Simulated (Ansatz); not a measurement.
Geometry optimisation, Ansatz 0.2.0, RKS B3LYP-D4/def2-SVP.

Input:

```yaml
crystal:
  periodic: [false, false, false]
  atoms:
    - { symbol: B, position_ang: [0.324587, 0.0, 0.021799] }
    - { symbol: Cl, position_ang: [0.685253, 0.0, 1.798603] }
    - { symbol: H, position_ang: [1.259268, 0.0, -0.713536] }
    - { symbol: Cl, position_ang: [-1.313107, 0.0, -0.554865] }
basis:
  gaussian: { orbitals: def2-SVP }
hamiltonian:
  xc: b3lyp
  dispersion: d4
relax:
  f_tol: 0.03
  max_steps: 50
```

Launched with:

```bash
$ ansatz run input.yaml --threads 1 --pin off --max-ram 2048MiB --backend cpu --events-out ev --progress --plain --runs-dir out
```

Q: Where does it end, and by what steps?

A: The run converged. After 3 steps the energy has fallen by 0.048 eV; Cl2 moved furthest, 0.04 Å.

```json
{"step": "0", "energy less start (eV)": "0.0000", "largest force component (eV/Å)": "1.403", "accepted": "yes"}
{"step": "1", "energy less start (eV)": "-0.0322", "largest force component (eV/Å)": "0.870", "accepted": "yes"}
{"step": "2", "energy less start (eV)": "-0.0470", "largest force component (eV/Å)": "0.161", "accepted": "yes"}
{"step": "3", "energy less start (eV)": "-0.0479", "largest force component (eV/Å)": "0.023", "accepted": "yes"}
```

```xyz
4
Properties=species:S:1:pos:R:3
B 0.339 0.000 0.052
Cl 0.666 0.000 1.768
H 1.252 0.000 -0.723
Cl -1.302 0.000 -0.546
```

Whether the end is a true minimum wasn't checked by a vibrational analysis.

Time of the run: 5.1 s on 1 thread of AMD EPYC 7B13 (Zen 3), with other jobs on the host, peak memory 0.12 GiB.
